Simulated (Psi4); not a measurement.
Noncovalent pair: H2O (SMILES O) (first 3 atoms) with H2O (SMILES O); geometry from S22 set.
(charge 0, multiplicity 1):
```xyz
6

O     -1.5510    -0.1145     0.0000
H     -1.9343     0.7625     0.0000
H     -0.5997     0.0407     0.0000
O      1.3506     0.1115     0.0000
H      1.6804    -0.3737    -0.7586
H      1.6804    -0.3737     0.7586
```

Computed with SAPT0/jun-cc-pV(D+d)Z (Psi4).

Problem. Which attractive term is largest, and how does the interaction split up?

Solution. electrostatics -8.83, exchange 7.13, induction -2.11, dispersion -1.27, total -5.08 kcal/mol; the largest attraction is electrostatics.
